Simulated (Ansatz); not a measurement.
A nudged elastic band was laid between two geometries of AlH3 + H4Si (9 atoms, charge 0, multiplicity 1).

The calculation used RKS r2SCAN-D4/def2-SVP in Ansatz.

- movable images: 5
- climbing image: yes
- spring: 5.0 eV/Å²
- optimiser: fire
- start path: through a guess of the saddle point
- force threshold: 0.05 eV/Å
- iteration limit: 60
- end points: relaxed

Image 0:

```xyz
9
Properties=species:S:1:pos:R:3
Al -0.047 0.208 0.170
H 0.435 1.157 1.354
H 1.057 -0.556 -0.698
H -1.545 0.254 -0.366
Si 0.155 -2.707 1.099
H -0.306 -3.108 -0.253
H 1.632 -2.722 1.237
H -0.499 -3.525 2.159
H -0.340 -1.296 1.388
```

Image 6:

```xyz
9
Properties=species:S:1:pos:R:3
Al -0.119 -0.535 -0.106
H 0.145 0.734 1.604
H 1.113 0.198 -0.796
H -1.575 0.097 -0.227
Si 0.136 -2.813 0.791
H -0.213 -3.823 -0.262
H 1.535 -3.113 1.240
H -0.769 -3.071 1.958
H 0.289 0.031 1.890
```

**Question.** What changes between the two ends?

**Answer.** Bonds broken: Al1–H2, Si5–H9. Bonds formed: Al1–Si5, H2–H9. AlH3 + H4Si becomes AlH5Si + H2.

**Question.** Give the energies along the band, and the barrier.

**Answer.** It converged. The highest image is number 3 of 0 to 6, 97.4 kJ/mol above the first end and 74.5 kJ/mol above the last; the last end lies 22.9 kJ/mol above the first. The order of the stationary point at the top wasn't checked. The orbitals stay closed-shell, which can raise the energy where a bond breaks towards radicals; this wasn't checked here.

| image | path coordinate (Å) | energy (kJ/mol) | Al1–H2 (Å) | Si5–H9 (Å) | Al1–Si5 (Å) |
| --- | --- | --- | --- | --- | --- |
| 0 | 0.00 | 0.0 | 1.59 | 1.52 | 3.07 |
| 1 | 0.71 | 2.2 | 1.59 | 1.52 | 3.15 |
| 2 | 1.42 | 22.6 | 1.59 | 1.54 | 3.00 |
| 3 | 2.13 | 97.4 | 1.71 | 1.89 | 2.65 |
| 4 | 2.75 | 42.0 | 1.98 | 2.43 | 2.47 |
| 5 | 3.38 | 23.9 | 2.13 | 2.89 | 2.46 |
| 6 | 4.01 | 22.9 | 2.15 | 3.05 | 2.46 |

**Question.** What is the geometry of the highest image?

**Answer.** 
```xyz
9
Properties=species:S:1:pos:R:3
Al -0.036 -0.124 -0.008
H -0.008 0.343 1.634
H 1.400 0.113 -0.620
H -1.508 0.045 -0.550
Si 0.141 -2.583 0.966
H -0.636 -3.328 -0.075
H 1.576 -2.992 0.907
H -0.410 -2.982 2.299
H 0.023 -0.784 1.540
```

Run time: 5.3 min on 2 threads of Arm Neoverse V2 (shared host), peak memory 0.12 GiB.
